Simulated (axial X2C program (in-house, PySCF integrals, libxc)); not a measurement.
Potential curves of LiO⁺, with spin–orbit coupling

All values were computed with an axial X2C code built on PySCF integrals. Two-component (2c) means X2C with spin–orbit coupling and atomic mean-field two-electron Coulomb and Gaunt terms. Basis: O dyall-av3z [7s6p3d2f], Li dyall-cv3z [7s8p2d] (cores contracted in-house); Gaussian nuclei, density fitting, unrestricted open shells. Masses: O 15.995 u, Li 7.016 u.

State: Ω = 1 (⟨Sz⟩ = 1.00, ⟨Lz⟩ = 0.00 at HF). Energies in eV from the fragments at the same level (O + Li+). Fits are polynomials in 1 − R0/R over 0.85 to 1.23 times the lowest point R0.

```json
{"R (Å)": "1.8122", "CCSD(T)": "", "PBE0": "-0.3969", "HF": "-0.3583"}
{"R (Å)": "1.8955", "CCSD(T)": "-0.4056", "PBE0": "-0.4739", "HF": "-0.4357"}
{"R (Å)": "1.9580", "CCSD(T)": "-0.4439", "PBE0": "-0.5056", "HF": "-0.4672"}
{"R (Å)": "2.0205", "CCSD(T)": "-0.4649", "PBE0": "-0.5211", "HF": "-0.4823"}
{"R (Å)": "2.0830", "CCSD(T)": "-0.4731", "PBE0": "-0.5246", "HF": "-0.4854"}
{"R (Å)": "2.1559", "CCSD(T)": "-0.4708", "PBE0": "-0.5177", "HF": "-0.4781"}
{"R (Å)": "2.2288", "CCSD(T)": "-0.4595", "PBE0": "-0.5026", "HF": "-0.4629"}
{"R (Å)": "2.3225", "CCSD(T)": "-0.4366", "PBE0": "-0.4756", "HF": "-0.4362"}
{"R (Å)": "2.4371", "CCSD(T)": "", "PBE0": "-0.4364", "HF": "-0.3981"}
{"R (Å)": "2.6038", "CCSD(T)": "", "PBE0": "-0.3764", "HF": "-0.3410"}
```

Correlated methods: 6 electrons correlated (number of frozen shells: O 1 s; Li 1 s), 172 virtual spin orbitals or spinors in MP2, 60 natural virtuals in coupled cluster.

One determinant describes the state; a PBE0 search over occupations chose it and may have missed a lower one. De is counted from the lowest determinant-based energies of the atoms at the same level, without counterpoise correction. Density functionals use the spin component along the axis (collinear). CCSD and (T) use frozen natural virtuals with an MP2 correction for the truncation; (T) itself is uncorrected, so its De runs slightly low. The 2c atoms are single determinants rather than J levels; their spin–orbit lowering is only partly caught, and De is too large by that part. This holds for PBE0. Without a current term, density functionals place determinants with orbital angular momentum somewhat too high. With several unpaired electrons one determinant need not be a pure state. Open-shell Ω = 0 determinants with evenly filled partner blocks cannot be reached by this program, so the Ω shown need not be the lowest component. This is the Ω = 1 component of a π² triplet; the 0⁺ component is not one determinant and can lie lowest. Coupled cluster ran on the points near the minimum only. MP2 and coupled cluster on one determinant become unreliable at the stretched end.

**Question.** Fit the CCSD(T) curve near its minimum: give the equilibrium distance, the harmonic wavenumber and the well depth.

**Answer.** At CCSD(T), 2c: Re = 2.103 Å, ωe ≈ 349 cm⁻¹, De = 0.47 eV to O + Li+; Be follows as 0.781 cm⁻¹.

**Question.** Fit the PBE0 curve near its minimum: give the equilibrium distance, the harmonic wavenumber and the well depth.

**Answer.** At PBE0, 2c: Re = 2.073 Å, ωe ≈ 362 cm⁻¹, De = 0.52 eV to O + Li+; Be follows as 0.804 cm⁻¹.

**Question.** What are Re, ωe and De at the HF level?

**Answer.** At HF, 2c: Re = 2.071 Å, ωe ≈ 364 cm⁻¹, De = 0.49 eV to O + Li+; Be follows as 0.806 cm⁻¹.
